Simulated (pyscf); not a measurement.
Cl–Sn:–Cl [singlet] + HCl + HF → Cl–SnH(Cl)–Cl + HF (multi-bond step; singlet surface; Cl–H, F–H broken, Cl–Sn, H–Sn, F–H formed). PySCF, gas phase, ωB97X-D3(BJ)/def2-SVP geometries. Energies in kcal/mol from the separated reactants.

```csv
level,barrier,reaction energy
PBE/def2-TZVP,…,-5.0
r²SCAN/def2-TZVP,7.3,-10.5
PBE0-D3(BJ)/def2-TZVP,9.8,-10.7
M06-2X/def2-TZVP,…,…
ωB97M-D3(BJ)/def2-TZVP,16.5,-9.1
HF/def2-TZVP,39.4,-11.4
```

Question: Complete the blanks.

Answer: 
- PBE/def2-TZVP, barrier: 8.0
- M06-2X/def2-TZVP, barrier: 12.9
- M06-2X/def2-TZVP, reaction energy: -13.8

The functionals in the table span 9.3 kcal/mol in this barrier, from r²SCAN to ωB97M-D3(BJ)/def2-TZVP. On the reactant side the descent ends in a bound adduct, 10.4 kcal/mol under the separated species and 22.6 kcal/mol under the saddle at ωB97X-D3(BJ)/def2-TZVP. On the product side the descent ends in a complex, 5.4 kcal/mol under the separated species and 33.0 kcal/mol under the saddle at ωB97X-D3(BJ)/def2-TZVP. At ωB97X-D3(BJ)/def2-TZVP the barrier from the zero used here is 12.2 kcal/mol. One saddle was located; it need not be the lowest between these sides. Elements past Kr carry the def2 core potentials, without spin-orbit coupling.
